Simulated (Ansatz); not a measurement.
We consider bcc V, described by PBEsol-D3(BJ) (PAW; Ansatz, a quantum-chemistry and plane-wave program).

Input file:

Ansatz 0.2 input:
```yaml
crystal:
  lattice:
    - [-1.4282255792, 1.4282255792, 1.4282255792]
    - [1.4282255792, -1.4282255792, 1.4282255792]
    - [1.4282255792, 1.4282255792, -1.4282255792]
  atoms:
    - { symbol: V, position: [0.0, 0.0, 0.0] }
basis:
  ecutwfc: 520
  ecutrho_ratio: 4
  xc_grid: 2
kpoints:
  mp_grid: { grid: [26, 26, 26] }
hamiltonian:
  xc: pbesol
  dispersion: d3bj
  pseudopotentials: { kind: paw }
scf:
  occupations: { method: fermi_dirac, width: 0.05 }
  convergence: { dr2_threshold: 0.0000000001 }
output:
  forces: false
  stress: true
  eigenvalues: true
```

**Question.** How many irreducible k-points, plane waves at Γ does the program set up, and what pressure does the run end with?

**Answer.** 511 irreducible k-points, 321 plane waves at Γ; P = 14.63 GPa, so the cell is compressed on average and its volume would grow at this level.

From the output:

```
Crystal: 1 atoms, lattice volume = 11.653 Å³
Basis set: ecut = 520 eV, 321 PW (Γ), exchange–correlation on 40×40×40 points (8 copies of the dense FFT grid, shifted against one another)
Bands: 11, of which v1, the nominal top of the filled ones, is band 7 counted from 1 (6 counted from 0)
Symmetry: 48 space group operations
Space group: Im-3m (ITA 229), of the structure as read, at distance tolerance 2.3e-5 Å
k-points: 511 of 17576
Functional: x = pbesol(κ = 0.804, μ = 0.12345679012345678), c = pbesol(β = 0.046)
SCF iter   1: F=—  HF=-2885.969925 eV  |F-HF|=—  |Δ(HF+E_count)|=         —  Δρ=1.03e-2  dr2=3.82e-3
SCF iter   2: F=—  HF=-2885.969074 eV  |F-HF|=—  |Δ(HF+E_count)|=   8.51e-4  Δρ=4.51e-3  dr2=7.73e-4
  ...
SCF iter   5: F=—  HF=-2885.968960 eV  |F-HF|=—  |Δ(HF+E_count)|=   2.05e-6  Δρ=9.56e-6  dr2=4.25e-9
SCF iter   6: F=-2885.968960 eV  HF=-2885.968960 eV  |F-HF|=5.91e-12  |Δ(HF+E_count)|=  5.55e-10  Δρ=3.47e-7  dr2=8.17e-12
SCF 1 converged in 6 iterations: F = -2885.968960 eV  dr2 = 8.17e-12
SCF converged after 6 iterations
Free energy (F): -2885.968960 eV
Internal energy: -2885.956391 eV  (E = F + TS)
E sigma→0 (E₀):  -2885.962675 eV
Fermi energy:    19.370561 eV
--- Stress (GPa, compression-positive) ---
       14.627957       0.000000       0.000000
        0.000000      14.627957      -0.000000
       -0.000000       0.000000      14.627957
  P = ⅓ Tr σ = 14.6280 GPa (146.280 kbar)
```

The cell is one volume of an energy–volume scan, off the minimum.

The PAW data were made under PBE.
